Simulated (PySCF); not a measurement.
disilane (H6Si2), SMILES [SiH3][SiH3].

The structure is a stationary point at TPSSh-D3(BJ)/def2-TZVP.

The numbers are results of r2SCAN/def2-TZVPD (PySCF), not measurements.

Symmetry labels are those of the subgroup C2h that the program uses (full group D3d).

Computed valence orbital energies around the gap with their symmetry:
```csv
orbital,symmetry,energy (eV)
HOMO−7,Bu,-96.25
HOMO−6,Ag,-14.58
HOMO−5,Bu,-12.93
HOMO−4,Bu,-9.25
HOMO−3,Au,-9.25
HOMO−2,Ag,-8.60
HOMO−1,Bg,-8.60
HOMO,Ag,-7.53
LUMO,Bu,-0.32
LUMO+1,Au,-0.32
LUMO+2,Bu,0.08
LUMO+3,Ag,0.23
```
